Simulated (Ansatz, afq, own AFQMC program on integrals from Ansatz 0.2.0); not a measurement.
**HBrF, doublet in cc-pVTZ, levels against CCSDT(Q)**

```yaml
atoms:
  - { symbol: Br, position_ang: [0.0000, 0.0000, -1.4779] }
  - { symbol: H, position_ang: [0.0000, 0.0000, -0.0573] }
  - { symbol: F, position_ang: [0.0000, 0.0000, 1.5351] }
```

Connectivity, by distances: BrH ··· F.

Basis cc-pVTZ. Noble-gas cores (and the filled d shells of Ga–Kr and In–Xe) are frozen. Ansatz 0.2.0 and our own AFQMC program on the same integrals; the CISD trial comes from CCSD amplitudes, and released means the phaseless constraint is let go. Error bars are statistical, one sigma. No spin–orbit coupling.

Determinant: UHF, the one that the program's search chose, which needn't be the lowest solution. The geometry is a point of a scan.

No full CI on the walks' own integrals is used here; CCSDT(Q) serves as the reference and is uncertain by about the last step of the cluster series.

Cautions: no relativity below Rb; no spin-orbit coupling; inner d shell frozen; the search met a lower determinant of the same kind, perhaps of another symmetry (8 meV lower); the released energies are still falling, so no released level is given (meV from the phaseless value at times in 1/Eh: -6 ± 6 at 0.24, -16 ± 5 at 0.51, -23 ± 6 at 0.99, -20 ± 15 at 1.50), though the last usable value meets CCSDT(Q) within the noise.

The T1 diagnostic is 0.0163. The weight of the determinant in the CISD state is 0.882. The ⟨S²⟩ of the determinant is 0.760 and the size of the correlated space is 15 electrons in 72 orbitals.

Reference: CCSDT(Q), correlation energy -11.544 eV.

| level | E − E(reference) (kJ/mol) | share of correlation (%) |
| --- | --- | --- |
| HF | 1113.9 | 0.00 |
| MP2 | 114.2 | 89.74 |
| CCSD | 32.6 | 97.08 |
| CCSD(T) | 3.2 | 99.71 |
| CCSDT | 1.0 | 99.91 |
| ph-AFQMC/HF | 8.0 ± 3.0 | 99.28 |
| ph-AFQMC/CISD | 2.3 ± 0.5 | 99.80 |

A walk keeps the symmetry of its determinant, which the program's search chose and which needn't be the lowest solution, so a lower state of the same spin and another symmetry isn't excluded.
